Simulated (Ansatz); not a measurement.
Process, species as SMILES: [C-]#[S+] (C-S) + 3 [H][H] (H2) → C (CH4) + S (H2S)
B3LYP-D3(BJ)/def2-TZVP geometries, fixed; electronic energies without zero-point terms.
Largest species:
```
C
H 1 1.0892
H 1 1.0892 2 109.47
H 1 1.0892 2 109.47 3 120.00
H 1 1.0892 2 109.47 3 -120.00
```
Charge 0, spin multiplicity 1.

Basis-set convergence of the energy of full hydrogenation at PBE with Ansatz (a first-principles code). Cartesian d functions, on some or all atoms, in 6-31G*, 6-31+G*, 6-311G**, 6-311+G**; all else is spherical. The program fits the integrals of some runs and decomposes those of others, by size. No added dispersion term, no relativity. Functions are those of the species that has most. Reference: the value in aug-pcseg-3, -108.80 kcal/mol, itself unsure by roughly 0.11 kcal/mol (its mean distance from aug-cc-pV(Q+d)Z, def2-QZVPPD, pcseg-3). Deviations are taken from unrounded values.

| basis | functions | energy of full hydrogenation (kcal/mol) |
|---|---|---|
| 6-31G* | 34 | -107.67 |
| 6-31+G* | 42 | -106.54 |
| def2-SVP | 34 | -112.39 |
| def2-SVPD | 52 | -117.09 |
| pcseg-1 | 34 | -110.27 |
| aug-pcseg-1 | 59 | -109.63 |
| cc-pV(D+d)Z | 37 | -109.92 |
| aug-cc-pV(D+d)Z | 59 | -111.60 |
| 6-311G** | 45 | -109.86 |
| 6-311+G** | 53 | -108.22 |
| def2-TZVP | 68 | -107.31 |
| def2-TZVPD | 83 | -108.11 |
| cc-pV(T+d)Z | 86 | -109.10 |
| aug-cc-pV(T+d)Z | 138 | -109.06 |
| pcseg-2 | 86 | -109.09 |
| aug-pcseg-2 | 138 | -109.34 |
| def2-TZVPP | 87 | -108.51 |
| def2-TZVPPD | 105 | -109.05 |
| cc-pV(Q+d)Z | 175 | -109.03 |
| aug-cc-pV(Q+d)Z | 264 | -108.93 |
| def2-QZVPP | 177 | -108.86 |
| def2-QZVPPD | 195 | -108.75 |
| pcseg-3 | 192 | -108.93 |
| aug-pcseg-3 | 281 | -108.80 |

What the diffuse functions change, pair by pair:
- 6-31G* to 6-31+G*: 8 more functions, deviation 1.13 to 2.25 kcal/mol
- def2-SVP to def2-SVPD: 18 more functions, deviation -3.60 to -8.29 kcal/mol
- pcseg-1 to aug-pcseg-1: 25 more functions, deviation -1.47 to -0.83 kcal/mol
- cc-pV(D+d)Z to aug-cc-pV(D+d)Z: 22 more functions, deviation -1.12 to -2.81 kcal/mol
- 6-311G** to 6-311+G**: 8 more functions, deviation -1.06 to 0.58 kcal/mol
- def2-TZVP to def2-TZVPD: 15 more functions, deviation 1.48 to 0.69 kcal/mol
- cc-pV(T+d)Z to aug-cc-pV(T+d)Z: 52 more functions, deviation -0.31 to -0.26 kcal/mol
- pcseg-2 to aug-pcseg-2: 52 more functions, deviation -0.29 to -0.54 kcal/mol
- def2-TZVPP to def2-TZVPPD: 18 more functions, deviation 0.29 to -0.26 kcal/mol
- cc-pV(Q+d)Z to aug-cc-pV(Q+d)Z: 89 more functions, deviation -0.24 to -0.14 kcal/mol
- def2-QZVPP to def2-QZVPPD: 18 more functions, deviation -0.07 to 0.05 kcal/mol
- pcseg-3 to aug-pcseg-3: 89 more functions, deviation -0.13 to 0.00 kcal/mol

Leaving out the reference's own pair, they bring the value nearer the reference by more than 0.11 kcal/mol in 3 of 11 pairs.
